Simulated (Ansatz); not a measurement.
# Relaxing Li3W

Computed with DFT PBE, scalar-relativistic, plane waves, PAW in Ansatz. Cutoff 420 eV, Γ-centred k mesh, Gaussian smearing, no spin polarisation in the final step.

The start puts Li3W on the Ni3Sn (D0_19) structure type (P6_3/mmc, No. 194), with W in place of Sn, Li in place of Ni, at a guessed volume.

```
Li W
1.0
     5.34659    0.00000    0.00000
    -2.67330    4.63028    0.00000
     0.00000    0.00000    4.29147
Li W
6 2
Cartesian
  2.6733 3.0838 1.0729
  -1.3340 3.8570 3.2186
  1.3393 0.7733 1.0729
  0.0000 1.5465 3.2186
  4.0073 0.7733 1.0729
  1.3340 3.8570 3.2186
  0.0000 3.0869 1.0729
  2.6733 1.5434 3.2186
```

Steps on the 6×6×4 mesh (8 atoms). 4 of 4 steps are shown, and the free energy counts from the last. Trial steps that were taken back and renewals of the plane-wave basis can be among the rows.

```
step  ΔF (meV/atom) V (Å³/atom) P (GPa) largest force component (eV/Å)
   1           17.6        13.28     4.90                           0.172
   2            1.8        14.62    -1.03                           0.131
   3            0.1        14.47    -0.21                           0.031
   4            0.0        14.47    -0.21                           0.031
```

A final relaxation ran on a 12×12×10 mesh. The relaxed crystal, P6_3/mmc (No. 194):

```
Li W
1.0
     5.53771    0.00000    0.00000
    -2.76886    4.79580    0.00000
     0.00000    0.00000    4.32839
Li W
6 2
Direct
  0.83492 0.66985 0.25000
  0.16508 0.83492 0.75000
  0.33015 0.16508 0.25000
  0.16508 0.33015 0.75000
  0.83492 0.16508 0.25000
  0.66985 0.83492 0.75000
  0.33333 0.66667 0.25000
  0.66667 0.33333 0.75000
```

* Volume per atom: 14.37 Å³
* Density: 5.91 g/cm³
* Energy over the elements: 0.99 eV/atom
* Gap on the 12×12×10 mesh: 0 eV (a metal)

Energies over the elements count from the elements' standard structures at the same level, with no empirical corrections.

The final run used a 12×12×10 mesh on its 8-atom cell and 0.10 eV smearing. The k mesh leaves about 4 meV/atom of noise in metals. Spin–orbit coupling is left out.

A structure relaxed within its symmetry needn't be a true minimum.

Cost: 3 runs of about 2.3 core-minutes in all, on Arm Neoverse V1 (shared hosts).